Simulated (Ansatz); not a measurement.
Results of PBE in Ansatz (plane waves, PAW) for pyrite PtSb₂.

Settings: plane-wave cutoff 520 eV, 10×10×10 k mesh, Fermi–Dirac smearing 0.05 eV, scalar-relativistic PAW data made under PBE.

Cell (relaxed at this level):

PtSb2 is taken in the cubic space group Pa-3 (No. 205), Pearson symbol cP12. Conventional cell: a = 6.5521 Å, b = 6.5521 Å, c = 6.5521 Å, α = 90.00°, β = 90.00°, γ = 90.00°. Pt on 4a is surrounded by 6 Sb at 2.716 Å (octahedral). Sb on 8c sees 3 Pt at 2.716 Å and 1 Sb at 2.840 Å (tetrahedral). (Neighbours: up to the widest gap in distance over summed covalent radii, below 1.35, at either atom; cation-cation and far metal-metal contacts left out.)

Estimate the bulk modulus B0 that the calculation returns.


- bulk modulus B0 = 105 GPa

Note: the bulk modulus is −V dP/dV from two relaxed cells at ±2 % in volume.

Spin–orbit coupling is not included.

It cost roughly 14 core-minutes of CPU time.

Ansatz is an electronic-structure program.
